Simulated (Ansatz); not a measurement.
# CHOSi (doublet): from Hartree-Fock to the top rungs, cc-pVDZ

An exercise on one series of results from a longer session: the logs are not shown, and one member is left open.

Computed with Ansatz 0.2.0, Gaussian basis. Level: cc-pVDZ, core rule «outside noble gas», up to 7 orbitals frozen.

Plan: UHF; CCSD(T) on ROHF; CCSD(T) on UHF; BCCD(T) on ROHF; CISD; CCSDT(Q) on ROHF; CCSDT(Q) on UHF; CASSCF and MRCISD+Q, 9 electrons in 9 orbitals; CASSCF and NEVPT2, 9 electrons in 9 orbitals.

25 further runs of the same task are left out: 9 that didn't finish, 16 set aside as unsound or not needed.

## The system

The geometry is a PBE0/def2-TZVP stationary point (not a proven minimum).

4 atoms, charge 0, spin multiplicity 2.

Atoms are counted from 1 here; the program's logs count them from 0.

Bond lengths: O1–C2 1.143 Å, C2–Si3 1.838 Å, Si3–H4 1.523 Å. Angles: O1–C2–Si3 173.7°, C2–Si3–H4 83.4°.

Set-up of the first run:

in.yaml

```yaml
crystal:
  periodic: [false, false, false]
  atoms:
    - {symbol: O, position_ang: [0.000000, 0.008101, 1.755319]}
    - {symbol: C, position_ang: [0.000000, 0.052092, 0.612788]}
    - {symbol: Si, position_ang: [0.000000, -0.078659, -1.220644]}
    - {symbol: H, position_ang: [0.000000, 1.442456, -1.152508]}
basis:
  gaussian: {orbitals: cc-pVDZ}
magnetization: {spin_polarized: true, initial_magnetization: 1}
hamiltonian: {xc: hf}
output: {orbitals: {seedname: orbitals}}
```

Run with:

```bash
$ ansatz run in.yaml --threads 1 --pin off --events-out ev --progress --plain --max-ram 2393MiB
```

Steps of the session up to this table: UHF; CCSD(T) on ROHF; CCSD(T) on UHF; BCCD(T) on ROHF; CISD; CCSDT(Q) on ROHF; CCSDT(Q) on UHF; CASSCF and MRCISD+Q, 9 electrons in 9 orbitals; CASSCF and NEVPT2, 9 electrons in 9 orbitals.

One of the session's tables, all rows but one given; the rest of the session is left out.

| method | from UCCSDT(Q) (kcal/mol) |
| --- | --- |
| ROHF | ? |
| UHF | +263.67 |
| RMP2 | +25.18 |
| UMP2 | +26.03 |
| CISD | +40.04 |
| RCCSD | +12.39 |
| UCCSD | +12.30 |
| RCCSD(T) | +1.83 |
| UCCSD(T) | +1.89 |
| BCCD(T) | +1.73 |
| RCCSDT | +1.08 |
| UCCSDT | +1.08 |
| RCCSDT(Q) | +0.13 |
| UCCSDT(Q) | 0 |

**Question.** Estimate the row for ROHF.

As computed: from UCCSDT(Q) (kcal/mol): +266.09. In the column «from UCCSDT(Q) (kcal/mol)» it is the highest.

Not comparable, so not listed: CASSCF and NEVPT2, 9 electrons in 9 orbitals (they don't share determinant, frozen orbitals or solution with the rows shown, or repeat one).

Caveats from the session: Left out of the table: CASSCF frontier, MRCISD frontier, MRCISD+Q frontier (the active space lost an orbital or holds another state than full CI finds). Restricted and unrestricted rows rest on different reference determinants; where their highest levels disagree by more than a few hundredths of an eV, they describe different states and don't form one ladder. Warnings in the runs' records: passed over end.
